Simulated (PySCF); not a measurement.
# PS₃⁻: from structure and modes to constants

Method: PBE0/[P def2-TZVPD, S def2-TZVPD], no relativity, density fitting, PySCF.

The singlet minimum has D3h symmetry. Masses (u): P 30.97376, S 31.97207.

```xyz
4
charge -1 multiplicity 1, angstrom
P     0.0000    0.0000    0.0000
S     1.9468    0.0000    0.0000
S    -0.9734    1.6860    0.0000
S    -0.9734   -1.6860    0.0000
```

Harmonic wavenumbers (cm⁻¹): 232.9 (e', ×2), 280.2 (a2'', ×1), 491.8 (a1', ×1), 725.2 (e', ×2).

(1) Find the principal moments of inertia and the rotational constants. What kind of rotor is it?

(2) Find the vibrational entropy and heat capacity at 298.15 K.

Answers

(1) About the centre of mass I = 181.76, 181.76, 363.53 u Å². With B = 16.8576/I this gives 0.09275, 0.09275, 0.04637 cm⁻¹. The molecule is an oblate symmetric top.

(2) With u = 1.43878 ω/T, each mode gives S = R[u/(eᵘ−1) − ln(1−e⁻ᵘ)] and C = R u² eᵘ/(eᵘ−1)².
| ω (cm⁻¹) | u | S (J/(mol K)) | C (J/(mol K)) |
| --- | --- | --- | --- |
| 232.9 (×2) | 1.124 | 7.77 | 7.49 |
| 280.2 | 1.352 | 6.41 | 7.16 |
| 491.8 | 2.373 | 2.84 | 5.31 |
| 725.2 (×2) | 3.500 | 1.16 | 3.27 |
The sums over all modes are S = 27.1 and C = 34.0 J/(mol K); the softest mode gives 29 % of the entropy (each member, where degenerate).

This need not be the most stable arrangement of these atoms. The lowest empty level of this anion is unbound, so it and the gap depend on the basis.
